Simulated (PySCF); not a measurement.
**Property card for `C[CH-]C#N`**

C3H4N (charge -1).
Cartesian coordinates in Å at the PBE0-D3(BJ)/def2-SVP level; atoms count from 1:
```xyz
8
C3H4N angstrom
C     -0.913   -0.254   -0.006
C      0.361    0.434    0.379
C      1.587    0.037   -0.121
N      2.642   -0.326   -0.527
H     -1.492    0.198   -0.855
H     -0.713   -1.296   -0.315
H     -1.645   -0.324    0.829
H      0.297    1.445    0.802
```

PBE0-D3(BJ)/def2-SVP geometry optimisation, gas phase (PySCF):

| Quantity | Value |
| --- | --- |
| Rotational constants A, B, C | 38.136, 4.565, 4.188 GHz |

From B97-2/pcSseg-2 ground state and GIAO shieldings, non-relativistic (PySCF):

| Property | Result |
| --- | --- |
| HOMO energy | 1.02 eV |
| LUMO energy | 4.60 eV |
| HOMO–LUMO gap | 3.58 eV |
| 13C chemical shifts (computed TMS as zero) by class | 150.7 (C3), 22.9 (C1), 0.4 (C2) ppm |
| 1H chemical shifts (computed TMS as zero) by class | 2.21 (H5/H6/H7), -0.26 (H8) ppm |
| Isotropic shieldings of nuclei other than C and H, by class | -17 (N4) ppm |

B3LYP/pcJ-1 indirect spin-spin coupling, non-relativistic, gas phase (PySCF):

| Quantity | Value |
| --- | --- |
| Largest of the computed one-bond spin–spin couplings (means over like bonds) | 13C–1H +162.6 (C2–H8), 13C–1H +124.0 (C1–H5 and 2 like it), 13C–13C +103.2 (C2–C3), 13C–13C +60.4 (C1–C2), 15N–13C -16.4 (N4–C3) Hz |

delta-SCF UKS SCAN, pcX-2 on the ionised atom, pcseg-1 elsewhere, spin-free X2C (PySCF):

| Property | Result |
| --- | --- |
| Core binding energies | C1s 283.7 (C2), C1s 285.1 (C3), C1s 285.9 (C1), N1s 397.3 (N4) eV |

Monoisotopic mass of the ion (most abundant isotopes, electron mass counted): 54.0349 u.

With B = h/(8π²I), that is 505.379 GHz u Å² over I, the principal moments of inertia are 13.3, 110.7 and 120.7 u Å² (most abundant isotopes); the inertial defect Ic − Ia − Ib is -3.3 u Å² (zero for a rigid planar frame, negative otherwise). The rotational constants make it an asymmetric top with κ = (2B − A − C)/(A − C) = -0.98, nearer the prolate limit (−1).

Geometry: PBE0-D3(BJ)/def2-SVP; no solvent or vibrations. The geometry's basis has no diffuse functions, a weakness for an anion. NMR classes are plain means over equivalent atoms (diastereotopic ones count apart unless rotation or inversion swaps them), as if these changed places fast; in this geometry the members of some classes differ. The HOMO energy is positive, so at this level the finite basis confines the outermost electrons. No diffuse functions stand in pcJ-1 and pcSseg-2, which bears on an anion's orbital energies.

For the spin–spin coupling job (B3LYP/pcJ-1), time: 11 s wall. Hardware: one thread of an Arm Neoverse V1, no GPU, shared host.
